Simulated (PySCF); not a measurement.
**Nitrogen: a sound run and one with changed settings**

Sound run: N [He] 2s2 2p3, N⁺ [He] 2s2 2p2. Calculation: PySCF 2.14, in jorge-DZP-DKH; scalar relativity by spin-free X2C-1e. In the sound run the correlated levels freeze 1s2. The sound run starts from symmetry-adapted Hartree-Fock orbitals and uses a fine grid where one is needed.

Changed run: basis STO-3G, all-electron and non-relativistic. This setting is unsound on purpose.

```csv
species,method,sound run (hartree),changed run (hartree),converged
N,UHF,-54.42629,-53.71901,yes
N,M06-L,-54.62324,-53.88929,yes
N,PBE,-54.55389,-53.81469,yes
N,MP2,-54.49618,-53.71901,yes
N⁺,UHF,-53.91446,-53.24264,yes
N⁺,M06-L,-54.07925,-53.37747,yes
N⁺,PBE,-54.01384,-53.32088,yes
N⁺,MP2,-53.96841,-53.25331,yes
N⁺,CCSD(T),-53.99069,-53.26332,yes
```

Ionisation energy of N:

| method | sound run (eV) | changed run (eV) |
| --- | --- | --- |
| UHF | 13.928 | 12.963 |
| M06-L | 14.803 | 13.927 |
| PBE | 14.696 | 13.437 |
| MP2 | 14.361 | 12.672 |
| SCS-MP2 | 14.157 | 12.614 |

A minimal basis cannot let orbitals breathe on ionisation and holds almost no correlation. The Hamiltonian changed with the basis, so the totals do not compare.

For comparison, NIST gives 14.534 eV between the lowest levels.
